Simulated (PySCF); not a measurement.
Structure problem from calculated spectra and properties.

Elements present: C and H. Monoisotopic mass: 84.0939 u.

* Dipole: 0.43 D [PBE0/pcSseg-1]
* Rotational structure: rotational constants A, B, C: 13.419, 1.250, 1.229 GHz [PBE0-D3(BJ)/def2-SVP]
* Couplings: largest of the computed one-bond spin–spin couplings (means over like bonds): 13C–1H +168.2, 13C–1H +163.6, 13C–1H +157.2, 13C–1H +131.6 (×3), 13C–1H +130.8 (×2), 13C–1H +130.6 (×2), 13C–1H +129.6 (×2), 13C–13C +76.7 Hz [B3LYP/pcJ-1, spin–dipole term left out]
* XPS: C1s 290.0, C1s 290.4, C1s 290.4, C1s 290.5, C1s 290.5, C1s 290.6 eV [ΔSCF SCAN, pcX-2 on the ionised atom, pcseg-1 elsewhere, spin-free X2C]
* 1H NMR: chemical shifts (computed TMS as zero) by class: 6.05 (1 H), 5.33 (1 H), 5.21 (1 H), 1.94 (2 H), 1.19 (2 H), 1.10 (2 H), 1.02 (3 H) ppm [GIAO PBE0/pcSseg-1]
* 13C NMR: chemical shifts (computed TMS as zero) by class: 148.9 (1 C), 121.9 (1 C), 40.1 (1 C), 36.4 (1 C), 27.1 (1 C), 16.6 (1 C) ppm [GIAO PBE0/pcSseg-1]

Electronic properties: PySCF, gas phase, density fitting. Levels stand in brackets. Geometry: PBE0-D3(BJ)/def2-SVP, one conformer, isolated molecule. Each NMR value is the plain mean over a class of atoms that symmetry, rotation or inversion makes alike.

Task: Which formula fits the mass and the elements?

Result: C6H12 (calculated 84.0939). No other formula that holds each of these elements comes within 0.0003 u with a fitting electron parity and a possible valence count.

Task: Propose a structure and show how it fits.

Result: Numbering: `[CH2:1]=[CH:2][CH2:3][CH2:4][CH2:5][CH3:6]`. Its formula, C6H12, gives 1 degree of unsaturation: 0 rings and 1 π bond in the structure found. 6 carbons fall into 6 classes; from least to most shielded: alkene CH carbon [C2] (148.9 ppm), terminal =CH2 carbon [C1] (121.9 ppm), allylic carbon [C3] (40.1 ppm), chain CH2 carbon [C4] (36.4 ppm), chain CH2 carbon [C5] (27.1 ppm), methyl carbon [C6] (16.6 ppm). Hydrogen classes from least to most shielded: 1 H on an alkene CH carbon, C2 (6.05 ppm), 1 H on a terminal =CH2 carbon, C1 (5.33 ppm), 1 H on a terminal =CH2 carbon, C1 (5.21 ppm), 2 H on an allylic carbon, C3 (1.94 ppm), 2 H on a chain CH2 carbon, C5 (1.19 ppm), 2 H on a chain CH2 carbon, C4 (1.10 ppm), 3 H on a methyl carbon, C6 (1.02 ppm). The couplings run between: +168.2 Hz, terminal =CH2 carbon [C1] and its hydrogen; +163.6 Hz, terminal =CH2 carbon [C1] and its hydrogen; +157.2 Hz, alkene CH carbon [C2] and its hydrogen; +131.6 Hz, methyl carbon [C6] and its hydrogen (with 2 like pairs); +130.8 Hz, chain CH2 carbon [C4] and its hydrogen (with 1 like pair); +130.6 Hz, allylic carbon [C3] and its hydrogen (with 1 like pair); +129.6 Hz, chain CH2 carbon [C5] and its hydrogen (with 1 like pair); +76.7 Hz, terminal =CH2 carbon [C1] and alkene CH carbon [C2]. The core levels belong to: C1s 290.0 eV, terminal =CH2 carbon [C1]; C1s 290.4 eV, chain CH2 carbon [C4]; C1s 290.4 eV, alkene CH carbon [C2]; C1s 290.5 eV, chain CH2 carbon [C5]; C1s 290.5 eV, methyl carbon [C6]; C1s 290.6 eV, allylic carbon [C3]. The hole state at 290.4 eV has ⟨S²⟩ = 0.83 against 0.75, so that value is less sure. The optimised geometry has point group C1 and is an asymmetric top. Structure: 1-hexene, `C(CCC)C=C`. Computed isomers that give other values at the same levels: `C[C@H]1C[C@H](C)C1` (13C chemical shifts (computed TMS as zero) by class: 36.7 (2 C), 27.2 (2 C), 23.0 (2 C) ppm); `C/C=C\C(C)C` (rotational constant A: 5.691 GHz; this holds for the one conformer computed); `CC/C=C\CC` (core binding energies: C1s 289.9 (×2), C1s 290.5 (×2), C1s 290.5 (×2) eV). The assignments are read from this structure; whether some other isomer fits the data as well wasn't checked.

Shape of the structure used: `[CH2:1]=[CH:2][CH2:3][CH2:4][CH2:5][CH3:6]`: C1–C2–C3–C4 -118°, C2–C3–C4–C5 -179°, C3–C4–C5–C6 180°.
